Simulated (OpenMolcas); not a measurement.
# BH2Cl (SMILES [H]B([H])Cl) at HF/ANO-R2 (sfX2C, RICD fitting), part 2 of 2

OpenMolcas 26.06. Earlier steps stand in the parts before.

## 3. Energy and gradient at HF/ANO-R2 (sfX2C, RICD fitting, PCM cyclohexane)

Input file mol.inp:

```
&GATEWAY
Coord
4
angstrom
B        0.069310       0.114420      -0.000410
H        1.240090       0.070720       0.015540
H       -0.512130       1.131590      -0.018950
Cl      -0.797280      -1.316740       0.003830
Basis
ANO-R2
Group
NoSym
RICD
aCD
RF-Input
PCM-Model
Solvent=cyclohexane
End of RF-Input
&SEWARD
&SCF
PrOrbitals
1 1
&ALASKA
```

Launch:

```
$ export MOLCAS_MEM=1860
$ pymolcas mol.inp > mol.log
```

Standard output:

```text
--- Start Module: gateway ---

                                              &GATEWAY

                       available to each process: 1.9 GB of memory, 1 thread

++    Symmetry information:
      ---------------------

                    Character Table for C1

                             E
                    a        1  x, y, xy, Rz, z, xz, Ry, yz, Rx, I
--

++    Basis set information:
      ----------------------

      Basis set label: B.ANO-R...4S4P2D1F.

      Electronic valence basis set:
      ------------------
      Associated Effective Charge   5.000000 au
      Associated Actual Charge      5.000000 au
      Nuclear Model: Finite nucleus - Gaussian distribution
        Gaussian exponent, Xi/bohr**(-2):  7.11787E+08

      Shell  nPrim  nBasis  Cartesian Spherical Contaminant
         s      12       4        X
         p       7       4        X
         d       3       2                 X
         f       2       1                 X

      Basis set label: H.ANO-R...3S2P1D.

      Electronic valence basis set:
      ------------------
      Associated Effective Charge   1.000000 au
      Associated Actual Charge      1.000000 au
      Nuclear Model: Finite nucleus - Gaussian distribution
        Gaussian exponent, Xi/bohr**(-2):  2.12482E+09

      Shell  nPrim  nBasis  Cartesian Spherical Contaminant
         s       7       3        X
         p       4       2        X
         d       2       1                 X

      Basis set label: CL.ANO-R...5S4P3D1F.

      Electronic valence basis set:
      ------------------
      Associated Effective Charge  17.000000 au
      Associated Actual Charge     17.000000 au
      Nuclear Model: Finite nucleus - Gaussian distribution
        Gaussian exponent, Xi/bohr**(-2):  3.84638E+08

      Shell  nPrim  nBasis  Cartesian Spherical Contaminant
         s      17       5        X
         p      11       4        X
         d       7       3                 X
         f       5       1                 X
--

++    Molecular structure info:
      -------------------------

                    ************************************************
                    **** Cartesian Coordinates / bohr, angstrom ****
                    ************************************************

     Center  Label                x              y              z                     x              y              z
        1      B1               0.130977       0.216222      -0.000775              0.069310       0.114420      -0.000410
        2      H2               2.343430       0.133641       0.029366              1.240090       0.070720       0.015540
        3      H3              -0.967785       2.138395      -0.035810             -0.512130       1.131590      -0.018950
        4      CL4             -1.506641      -2.488278       0.007238             -0.797280      -1.316740       0.003830

                    ***************************************
                    *    InterNuclear Distances / bohr    *
                    ***************************************

               1 B1            2 H2            3 H3            4 CL4
    1 B1       0.000000
    2 H2       2.214199        0.000000
    3 H3       2.214329        3.871361        0.000000
    4 CL4      3.161673        4.658111        4.658146        0.000000

                    *******************************************
                    *    InterNuclear Distances / angstrom    *
                    *******************************************

               1 B1            2 H2            3 H3            4 CL4
    1 B1       0.000000
    2 H2       1.171704        0.000000
    3 H3       1.171773        2.048636        0.000000
    4 CL4      1.673086        2.464966        2.464985        0.000000

                    **************************************
                    *    Valence Bond Angles / degree    *
                    **************************************
                          Atom centers                 Phi
                      2 H2       1 B1       3 H3       121.90
--

            Nuclear Potential Energy             38.95804557 au

--- Stop Module: gateway /rc=_RC_ALL_IS_WELL_ ---

--- Start Module: seward ---

                                              &SEWARD

                       available to each process: 1.9 GB of memory, 1 thread

               SEWARD will generate:
                  Multipole Moment integrals up to order  2
                  Kinetic Energy integrals
                  Nuclear Attraction integrals (finite nuclei - Gaussian type)
                  One-Electron Hamiltonian integrals
                  Velocity integrals
                  Relativistic X2C integrals
                  Reaction Field integrals (PCM)
                  Orbital angular momentum around ( -1.0388  -1.7157   0.0050 )
                  Velocity quadrupole around ( -1.0388  -1.7157   0.0050 )
                  Atomic mean-field integrals
                  RI decomposed two-electron repulsion integrals stored Cholesky style
                   - aCD auxiliary basis
                   - CD Threshold:   1.00E-04

                   Integrals are discarded if absolute value <: 1.00E-14
                   Integral cutoff threshold is set to       <: 1.00E-16

            Nuclear Potential Energy             38.95804557 au

      Basis set specifications :
      Symmetry species         a
      Basis functions          100

--- Stop Module: seward /rc=_RC_ALL_IS_WELL_ ---
--- Module seward spent 3 seconds ---

--- Start Module: scf ---

                                                &SCF

                       available to each process: 1.9 GB of memory, 1 thread

++    Input section:
      --------------

      Header of the integral files:

      Cartesian coordinates in angstrom:
      -----------------------------------------------------
      No.  Label        X            Y            Z
      -----------------------------------------------------
       1   B1         0.06931000   0.11442000  -0.00041000
       2   H2         1.24009000   0.07072000   0.01554000
       3   H3        -0.51213000   1.13159000  -0.01895000
       4   CL4       -0.79728000  -1.31674000   0.00383000
      -----------------------------------------------------
      Nuclear repulsion energy =   38.95804557
--

++    Orbital specifications:
      -----------------------

      Symmetry species               1
                                     a
      Frozen orbitals                0
      Occupied orbitals             12
      Secondary orbitals            88
      Deleted orbitals               0
      Total number of orbitals     100
      Number of basis functions    100
--

      Molecular charge                           0.000

      Polarizable Continuum Model (PCM) activated
      Solvent: cyclohexane
      Version: Dielectric
      Average area for surface element on the cavity boundary: 0.4000 angstrom^2
      Minimum radius for added spheres: 0.2000 angstrom
      Calculation type: equilibrium

++    Optimization specifications:
      ----------------------------

      SCF Algorithm: LK-RI/DF
      LK screening threshold:                     4.50E-02
      Local-Exchange (LK) algorithm.
       - the density matrix is decomposed
      The actual AO density is used
      Number of density matrices in core                 5
      Maximum number of NDDO SCF iterations            400
      Maximum number of HF SCF iterations              400
      Threshold for SCF energy change             1.00E-09
      Threshold for density matrix                1.00E-04
      Threshold for Fock matrix                   1.50E-04
      Threshold for linear dependence             1.00E-09
      Threshold at which DIIS is turned on        1.50E-01
      Maximum depth in the DIIS procedure                5
      Maximum depth in the BFGS Hessian update          30
      Threshold at which QNR/C2DIIS is turned on  7.50E-02
      Threshold for Norm(delta) (QNR/C2DIIS)      1.00E-03
      All orbitals punched on: SCFORB
--

      Input vectors read from INPORB
      Orbital file label: *Guess orbitals

++ Convergence information
                                   SCF        iterations: Energy and convergence statistics

Iter     Tot. SCF        One-elec.       Two-elec.     Energy      Max Dij or  Max Fij      DNorm      TNorm      AccCon     Time
         Energy          Energy          Energy        Change      Delta Norm                                                in Sec.
   1  -486.634174904  -684.597426465   189.359497359   0.00E+00    1.59E-01*   9.50E-02*    6.70E+00   1.12E+02   None         0.
   2  -486.798606355  -688.467070979   193.064710423  -1.64E-01*   1.05E-01*   4.19E-02*    6.66E+00   1.13E+02   EDIIS        0.
   3  -486.815510634  -687.718128857   192.298864022  -1.69E-02*   3.10E-02*   1.30E-02*    6.70E+00   1.13E+02   c2DIIS       0.
   4  -486.818363652  -687.861008388   192.438890536  -2.85E-03*   1.31E-02*   5.41E-03*    6.70E+00   1.13E+02   QNRc2DIIS    0.
   5  -486.818708208  -687.900777998   192.478315589  -3.45E-04*   1.14E-02*   2.16E-03*    6.71E+00   1.13E+02   QNRc2DIIS    0.
   6  -486.818802825  -687.895188803   192.472631777  -9.46E-05*   1.01E-03*   5.31E-04*    6.72E+00   1.13E+02   QNRc2DIIS    0.
   7  -486.818806057  -687.903399679   192.480839421  -3.23E-06*   6.40E-04    1.37E-04     6.72E+00   1.13E+02   QNRc2DIIS    0.
   8  -486.818806562  -687.903191665   192.480630902  -5.05E-07*   5.61E-05    1.21E-05     6.72E+00   1.13E+02   QNRc2DIIS    0.
   9  -486.818806566  -687.902841323   192.480280556  -4.20E-09*   7.53E-06    2.89E-06     6.72E+00   1.13E+02   QNRc2DIIS    0.
  10  -486.818806566  -687.902985105   192.480424338  -9.49E-11    1.52E-06    7.94E-07     6.72E+00   1.13E+02   QNRc2DIIS    0.

       Convergence after  10 Iterations
--

 *****************************************************************************************************************************
 *                                             SCF/KS-DFT Program, Final results                                             *
 *                                                       Final Results                                                       *
 *****************************************************************************************************************************

::    Total SCF energy                               -486.8188065661
      One-electron energy                            -687.9029851046
      Two-electron energy                             192.4804243376
      Nuclear repulsion energy                          8.6037542010
      Kinetic energy (interpolated)                   495.4526885608
      Virial theorem                                    0.9825737508
      Total spin, S(S+1)                                0.0000000000
      Total spin, S                                     0.0000000000
      Max non-diagonal density matrix element           0.0000012515
      Max non-diagonal Fock matrix element              0.0000001037

      All orbitals with orbital energies smaller than  E(LUMO)+0.5 are printed

++    Molecular orbitals:
      -------------------

      Title: SCF orbitals

      Molecular orbitals for symmetry species 1: a

          Orbital            1         2         3         4         5         6         7         8         9        10
          Energy         -105.2138  -10.6333   -8.0347   -8.0337   -8.0333   -7.6455   -1.1345   -0.7043   -0.5665   -0.5469
          Occ. No.          2.0000    2.0000    2.0000    2.0000    2.0000    2.0000    2.0000    2.0000    2.0000    2.0000

          Orbital           11        12        13        14        15        16        17        18        19        20
          Energy           -0.4928   -0.4318    0.0735    0.0938    0.1321    0.1443    0.2063    0.2309    0.2389    0.3152
          Occ. No.          2.0000    2.0000    0.0000    0.0000    0.0000    0.0000    0.0000    0.0000    0.0000    0.0000

          Orbital           21        22        23        24        25        26
          Energy            0.3435    0.3755    0.3874    0.4317    0.4838    0.5365
          Occ. No.          0.0000    0.0000    0.0000    0.0000    0.0000    0.0000

--

++    Molecular charges:
      ------------------

      Mulliken charges per centre and basis function type
      ---------------------------------------------------

                B1      H2      H3      CL4
      1s       1.9984  0.7435  0.7432  2.0000
      2s       1.2623  0.1649  0.1648  1.9990
      2px      0.7749 -0.0050  0.0042  2.0000
      2pz      0.1471  0.0013  0.0013  2.0000
      2py      0.6494  0.0065 -0.0025  1.9999
      3s       0.0171 -0.0001 -0.0001  1.8083
      3px      0.0256 -0.0133 -0.0024  1.8317
      3pz     -0.0045  0.0002  0.0002  1.7885
      3py      0.0549  0.0002 -0.0107  1.6393
      4s       0.0037  0.0000  0.0000  0.0012
      3d2+     0.0447 -0.0004  0.0028  0.0146
      3d1+     0.0107  0.0005  0.0000  0.0019
      3d0      0.0168 -0.0001 -0.0001  0.0059
      3d1-     0.0291 -0.0000  0.0005  0.0053
      3d2-     0.0408  0.0038  0.0006  0.0202
      4px     -0.0054  0.0000  0.0000 -0.0065
      4pz     -0.0003  0.0000  0.0000  0.0096
      4py     -0.0097  0.0000  0.0000 -0.0070
      5s       0.0000  0.0000  0.0000  0.0005
      4d2+    -0.0025  0.0000  0.0000 -0.0002
      4d1+     0.0005  0.0000  0.0000 -0.0000
      4d0      0.0014  0.0000  0.0000 -0.0001
      4d1-     0.0013  0.0000  0.0000 -0.0000
      4d2-     0.0079  0.0000  0.0000 -0.0001
      5px     -0.0002  0.0000  0.0000 -0.0007
      5pz      0.0000  0.0000  0.0000  0.0002
      5py     -0.0002  0.0000  0.0000 -0.0006
      4f3+     0.0049  0.0000  0.0000  0.0013
      4f2+     0.0009  0.0000  0.0000  0.0001
      4f1+     0.0007  0.0000  0.0000  0.0002
      4f0      0.0015  0.0000  0.0000  0.0002
      4f1-     0.0008  0.0000  0.0000  0.0004
      4f2-     0.0034  0.0000  0.0000  0.0004
      4f3-     0.0053  0.0000  0.0000  0.0015
      5d2+     0.0000  0.0000  0.0000 -0.0004
      5d1+     0.0000  0.0000  0.0000  0.0000
      5d0      0.0000  0.0000  0.0000 -0.0002
      5d1-     0.0000  0.0000  0.0000  0.0001
      5d2-     0.0000  0.0000  0.0000 -0.0001
      Total    5.0817  0.9021  0.9018 17.1144

      N-E     -0.0817  0.0979  0.0982 -0.1144

      Total electronic charge=   24.000000

      Total            charge=   -0.000000
--

++    Static properties:
      ------------------

      LoProp Charges per center

                   B1       H2       H3       CL4
      Nuclear      5.0000   1.0000   1.0000  17.0000
      Electronic  -5.2926  -0.8408  -0.8404 -17.0262

      Total       -0.2926   0.1592   0.1596  -0.0262
--

++    Natural Bond Order analysis
      ---------------------------
      Based on LoProp computed density
      -------------------------------------------------------------------------------------
      Atom A       Atom B       Bond Order
        B1           H3             0.781
      -------------------------------------------------------------------------------------
      NBO located      1.562 electrons involved in    1 bonds.
      NBO located      0.998 non-bonded electrons on atom B1
      NBO located      0.986 non-bonded electrons on atom CL4
      NBO located      0.999 non-bonded electrons on atom CL4
      NBO located      1.000 non-bonded electrons on atom CL4
      NBO located      1.000 non-bonded electrons on atom CL4
      NBO located      1.000 non-bonded electrons on atom CL4
      NBO located      1.000 non-bonded electrons on atom CL4
      The remaining    4.502 electrons are to be considered as diffuse
--

++    Molecular properties:
      ---------------------

      Charge (e):
                      =   -0.0000
      Dipole Moment (debye):
      Origin of the operator (angstrom)=   -0.5497   -0.9079    0.0026
                   X=  3.5938E-01               Y=  5.9874E-01               Z= -1.7118E-03           Total=  6.9832E-01
      Quadrupole Moment (debye*angstrom):
      Origin of the operator (angstrom)=   -0.5497   -0.9079    0.0026
                  XX= -2.0315E+01              XY=  4.8781E-01              XZ= -2.5925E-02              YY= -1.9791E+01
                  YZ=  1.8647E-02              ZZ= -1.8808E+01
      In traceless form (debye*angstrom)
                  XX= -1.0154E+00              XY=  7.3172E-01              XZ= -3.8888E-02              YY= -2.2986E-01
                  YZ=  2.7971E-02              ZZ=  1.2453E+00
--

--- Stop Module: scf /rc=_RC_ALL_IS_WELL_ ---
--- Module scf spent 4 seconds ---

--- Start Module: alaska ---

                                              &ALASKA

                       available to each process: 1.9 GB of memory, 1 thread

                     Threshold for contributions to the gradient: 1.000E-07

                    ********************************************
                    * Symmetry Adapted Cartesian Displacements *
                    ********************************************

           Irreducible representation : a
           Basis function(s) of irrep: x, y, xy, Rz, z, xz, Ry, yz, Rx, I

 Basis Label        Type   Center Phase
   1   B1           x         1     1
   2   B1           y         1     1
   3   B1           z         1     1
   4   H2           x         2     1
   5   H2           y         2     1
   6   H2           z         2     1
   7   H3           x         3     1
   8   H3           y         3     1
   9   H3           z         3     1
  10   CL4          x         4     1
  11   CL4          y         4     1
  12   CL4          z         4     1

                     No automatic utilization of translational and rotational invariance of the energy is employed.

 RI-ERI gradients!

 **************************************************
 *              Molecular gradients               *
 **************************************************

  Irreducible representation: a
 ------------------------------------------------------------------------------------------
                              X                       Y                       Z
 ------------------------------------------------------------------------------------------
  B1               -1.98365508675415E-02   -3.26802799323875E-02    1.05967194053095E-04
  H2               -7.74698928535145E-03    1.31920691276599E-04   -4.69058768741634E-05
  H3                3.79620133152303E-03   -7.14606080455749E-03   -4.11360294329220E-05
  CL4               2.35246032316105E-02    3.88739651275554E-02   -1.08235281512208E-04
 ------------------------------------------------------------------------------------------

--- Stop Module: alaska /rc=_RC_ALL_IS_WELL_ ---
--- Module alaska spent 8 seconds ---

.##################.
.# Happy landing! #.
.##################.

    Timing: Wall=17.40 User=16.20 System=0.80
```

It took 18 s on 1 thread of Arm Neoverse V2, shared host; peak memory 0.19 GiB.

## 4. What came out

This closing draws on all 2 parts.

At HF/ANO-R2 (sfX2C, RICD fitting):

| quantity | value |
| --- | --- |
| gas phase: total energy | -486.81769 Eh |
| gas phase: dipole moment | 0.57 D |
| gas phase: HOMO energy | -11.86 eV |
| gas phase: LUMO energy | 1.84 eV |
| gas phase: HOMO–LUMO gap | 13.70 eV |
| gas phase: largest force on an atom | 2.238 eV/Å |
| PCM, cyclohexane: total energy | -486.81881 Eh |
| PCM, cyclohexane: dipole moment | 0.70 D |
| PCM, cyclohexane: HOMO energy | -11.75 eV |
| PCM, cyclohexane: LUMO energy | 2.00 eV |
| PCM, cyclohexane: HOMO–LUMO gap | 13.75 eV |
| PCM, cyclohexane: largest force on an atom | 2.337 eV/Å |
| energy change from gas to solvent at fixed shape | -0.031 eV |

**Reading.** The solvent model (PCM, cyclohexane) lowers the energy by 0.03 eV (−0.7 kcal/mol) at the same shape. It holds the electrostatic part alone, without cavity or dispersion terms. The largest force (PCM, cyclohexane) is 2.34 eV/Å: the shape isn't a stationary point for this species at this level. The largest force (gas phase) is 2.24 eV/Å: the shape isn't a stationary point for this species at this level. Mulliken charges (PCM, cyclohexane) run from -0.11 on Cl4 to +0.10 on H3; they depend strongly on the basis.
